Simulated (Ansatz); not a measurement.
# C3H5NO: the cost of one run

All numbers below are computed with Ansatz 0.2.0 (RKS PBE0-D4/6-31G*).

## Step 1: The starting structure

Bond lengths: N1–C2 1.236 Å, C2–C3 1.472 Å, C3–C4 1.594 Å, C3–O5 1.467 Å, C4–O5 1.454 Å, N1–H6 1.052 Å, C2–H7 1.107 Å, C3–H8 1.017 Å, C4–H9 1.040 Å, C4–H10 1.036 Å. Angles (14 of 17 angles, heavy atoms first): N1–C2–C3 117.8°, C2–C3–C4 117.5°, C2–C3–O5 112.8°, C4–C3–O5 56.5°, C3–C4–O5 57.3°, C3–O5–C4 66.1°, N1–C2–H7 122.5°, C3–C2–H7 119.7°, C2–N1–H6 113.3°, C2–C3–H8 118.7°, C4–C3–H8 118.4°, O5–C3–H8 117.4°, C3–C4–H9 111.9°, C3–C4–H10 116.8°.

Coordinates:

```xyz
10

N    -0.7447    1.5444    0.6866
C    -0.5472    0.3402    0.8816
C    -0.3850   -0.5286   -0.2954
C     1.0272   -0.5118   -1.0335
O     0.6399   -1.5611   -0.1043
H    -0.9013    2.0884    1.5730
H    -0.4442   -0.0886    1.8974
H    -1.2094   -0.7816   -0.8337
H     0.9431   -0.7625   -2.0392
H     1.7047    0.2101   -0.7293
```

## Step 2: End point A

File input.yaml:

```yaml
crystal:
  periodic: [false, false, false]
  atoms:
    - { symbol: "N", position_ang: [-0.7447, 1.5444, 0.6866] }
    - { symbol: C, position_ang: [-0.5472, 0.3402, 0.8816] }
    - { symbol: C, position_ang: [-0.385, -0.5286, -0.2954] }
    - { symbol: C, position_ang: [1.0272, -0.5118, -1.0335] }
    - { symbol: O, position_ang: [0.6399, -1.5611, -0.1043] }
    - { symbol: H, position_ang: [-0.9013, 2.0884, 1.573] }
    - { symbol: H, position_ang: [-0.4442, -0.0886, 1.8974] }
    - { symbol: H, position_ang: [-1.2094, -0.7816, -0.8337] }
    - { symbol: H, position_ang: [0.9431, -0.7625, -2.0392] }
    - { symbol: H, position_ang: [1.7047, 0.2101, -0.7293] }
basis:
  gaussian: { orbitals: "6-31G*" }
hamiltonian:
  xc: pbe0
  dispersion: d4
relax:
  f_tol: 0.02
  max_steps: 50
output:
  orbitals: {}
```

The run is started by

```console
ansatz run input.yaml --threads 2 --pin off --max-ram 3072MiB --backend cpu --events-out ev --progress --plain --runs-dir out
```

**Question.** How long does this run take on 2 threads of Arm Neoverse V2, shared host, and how much memory does it need?

About 26 s, with a peak of 0.17 GiB.
